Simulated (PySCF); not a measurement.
Energies from PySCF (xtb for GFN2), thermal terms from the rigid-rotor harmonic-oscillator model, ideal gas at 1 bar. The comparison is the NASA 1993 polynomial table, which mixes measured and estimated data. All species are closed-shell singlets. The harmonic model lacks anharmonicity and excited electronic states, which grow with temperature; levels with a mode under 35 cm⁻¹ are left out.

Harmonic frequencies at GFN2-xTB (cm⁻¹): 255, 662, 685, 866, 1100, 1177, 1371, 2975, 2986. Point group C2v; S°(298 K) = 271.9 J/mol/K at this level.

Q: Work out Cp and S° of gaseous CH2Cl2 at 500, 800, 1200, 1600, 2000 K from these, and set them beside the table.

A: 
```tsv
T (K)	Cp GFN2-xTB	Cp table	S° GFN2-xTB	S° table
500	68.7	66.6	303.2	300.7
800	82.2	80.9	338.8	335.5
1200	92.1	90.8	374.2	370.4
1600	97.6	96.7	401.5	397.3
2000	100.8	100.5	423.7	419.4
```
Units J/mol/K.
